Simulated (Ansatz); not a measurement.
# Ga (Ga, alpha-Ga (Cmce)): the cost of one run

Program: Ansatz 0.2.0. Level of theory: DFT r²SCAN, plane waves with PAW, scalar-relativistic. These are calculated values, not measurements.

## Step 1: Starting point

The structure is orthorhombic, space group Cmce (No. 64). Conventional cell: a = 4.464 Å, b = 7.586 Å, c = 4.535 Å, α = 90.00°, β = 90.00°, γ = 90.00°. Around Ga (site symmetry m) lie 7 Ga at 2.49 to 2.76 Å.

Coordinates:

```
Ga
1.0
     2.23185   -3.79323    0.00000
     2.23185    3.79323    0.00000
     0.00000    0.00000    4.53464
Ga
4
Direct
  0.84423 0.15577 0.08558
  0.65577 0.34423 0.58558
  0.15577 0.84423 0.91442
  0.34423 0.65577 0.41442
```

## Step 2: With a width of 0.01 eV

The run at 0.01 eV.

The input, input.yaml:

```yaml
crystal:
  lattice:
    - [2.23185017, -3.7932285796, 0.0]
    - [2.23185017, 3.7932285796, 0.0]
    - [0.0, 0.0, 4.5346411306]
  atoms:
    - { symbol: Ga, position: [0.8442341977, 0.1557658023, 0.0855794111] }
    - { symbol: Ga, position: [0.6557658023, 0.3442341977, 0.5855794111] }
    - { symbol: Ga, position: [0.1557658023, 0.8442341977, 0.9144205889] }
    - { symbol: Ga, position: [0.3442341977, 0.6557658023, 0.4144205889] }
hamiltonian:
  xc: r2scan
  pseudopotentials:
    kind: paw
    azcp:
      Ga: "pseudopotentials/Ga.paw.azcp"
basis:
  ecutwfc: 500
  fft_grid_basis: typed
kpoints:
  mp_grid: { grid: [8, 8, 7], shift: [0, 0, 0] }
magnetization:
  spin_polarized: false
scf:
  occupations: { method: fermi_dirac, width: 0.01 }
  lower_state_search: "off"
output:
  stress: true
```

Run with:

```
$ ansatz run input.yaml --threads 2 --pin off --max-ram 5120MiB --backend cpu --events-out ev --progress --plain --runs-dir out
```

Q: Estimate wall time and peak memory on 2 threads of Arm Neoverse V1, shared host.

About 14 s, with a peak of 0.66 GiB.
